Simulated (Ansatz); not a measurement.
Born–Oppenheimer molecular dynamics of C₃H₄F₂O (10 atoms, charge 0, multiplicity 1). It starts at the highest image of a converged band. Of that band: The profile has 2 maxima (images 1, 5) with wells between them (image 3): this band takes more than one step, which may be the mechanism or a detour left from its start path. Neighbouring images differ by up to 2.7 eV, so the band resolves the path poorly. A vibrational analysis at the climbing image gives one clearly imaginary mode, 1150i cm⁻¹: a first-order saddle point.

Theory: RKS revPBE-D4/6-31G in Ansatz 0.2.0.

```yaml
ensemble: NVE (velocity Verlet)
time_step: 0.5 fs
steps_asked: 200
starting_velocities_drawn_for: 300 K
seed: 8478
```

First frame:

```xyz
10
Properties=species:S:1:pos:R:3
F -0.438 -1.624 1.906
C -0.550 -0.402 1.140
C -0.145 -0.591 -0.269
O 1.552 0.217 -0.753
C 0.168 0.652 -1.035
F -0.178 0.643 -2.410
H -1.623 -0.103 1.131
H 0.018 0.384 1.676
H 1.257 -0.893 -0.743
H 0.023 1.665 -0.640
```

How far do the bonds stretch over the last three quarters of this one trajectory? (Pairs bonded in most of those frames.)


```tsv
bond	mean (Å)	spread (Å)	shortest	longest
F1–C2	1.482	0.065	1.38	1.60
C2–C3	1.520	0.025	1.47	1.56
C2–H7	1.108	0.008	1.09	1.12
C2–H8	1.105	0.006	1.09	1.12
C3–O4	1.577	0.131	1.37	1.78
C3–C5	1.510	0.043	1.44	1.59
C3–H9	1.167	0.099	0.97	1.34
O4–C5	1.463	0.098	1.28	1.60
C5–F6	1.445	0.081	1.31	1.59
C5–H10	1.098	0.011	1.07	1.12
```

Mean temperature of the second half: 1496 K. The conserved energy stayed within 0.67 meV per atom of its start (net change -0.5 meV per atom), so the integration is sound. The system heated up, since it started high on the potential surface and ran downhill. A run of 0.1 ps of so small a system gives no equilibrium averages. The orbitals stay closed-shell, which can raise the energy where a bond breaks towards radicals; this wasn't checked here. Limits of this set-up: no polarisation functions.

Run time: 9.1 min on 1 thread of Arm Neoverse V1, on a shared host, peak memory 0.11 GiB.
